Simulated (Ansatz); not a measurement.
BH2 (boron dihydride): methods side by side

The species is BH2 (3 atoms), meant as a doublet with charge 0. SMILES: `[BH2]`. The shape is that of a GFN2-xTB optimisation.

```xyz
3

B     0.2628   -0.1662    0.1286
H     0.2800    0.9853    0.2610
H    -0.5429   -0.8191   -0.3896
```

Quantity: the vertical ionisation energy (to the singlet cation), in eV. The values are calculated.

```
            level                    kind  program  value (eV)
  USVWN5/6-311G**                     LDA   Ansatz        9.21
   UBLYP/6-311G**                     GGA   Ansatz        9.09
  UB3LYP/6-311G**           global hybrid   Ansatz        9.23
  UHSE06/6-311G**  range-separated hybrid   Ansatz        9.22
 UB2PLYP/6-311G**           double hybrid   Ansatz        9.04
 RPA@PBE/6-311G**                     RPA   Ansatz        9.14
    UMP2/6-311G**     perturbation theory   Ansatz        8.89
UBCCD(T)/6-311G**   coupled cluster or CI   Ansatz        8.92
        FCI/3-21G      exact in the basis   Ansatz        8.72
```

The values span 8.72 to 9.23 eV. High-level rows in very small sets aren't better than simpler rows in larger ones.
